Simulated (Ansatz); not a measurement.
Crystal: Os₂O, antifluorite type, 3 atoms in the cell.

All numbers below come from Ansatz, PBE, plane waves, PAW datasets (generated soft set 1).

Cutoff 700 eV; k-mesh 18×18×18 Γ-centred; Fermi–Dirac smearing of 0.0612 eV; no spin polarisation; no spin–orbit coupling.

Task: What equilibrium volume, lattice constant and bulk modulus does this give?

Result: V₀ = 13.178 Å³/atom (a₀ = 5.408 Å), B₀ = 251 GPa, B₀′ = 4.65. The points behind the fit:

```csv
V (Å³/atom),a (Å),E − E(min) (meV/atom),P (GPa)
12.401,5.2992,40.19,17.55
12.664,5.3365,16.84,10.93
12.928,5.3733,3.82,5.01
13.192,5.4096,0.00,-0.28
13.456,5.4454,4.41,-4.99
13.720,5.4808,16.17,-9.20
```

The published all-electron PBE values for this crystal (mean of FLEUR and WIEN2k, k-spacing 0.06 Å⁻¹; Bosoni et al., Nat. Rev. Phys. 6, 45 (2024)) are V₀ = 13.185 Å³/atom, B₀ = 250.6 GPa, B₀′ = 4.64. This run's mesh is coarser (spacing 0.11 Å⁻¹), so part of any difference comes from k-sampling.

The stress includes the program's correction for the finite plane-wave basis.

This cubic structure is a model: it isn't the usual form of the substance at ambient conditions, and such phases are metastable or hypothetical.
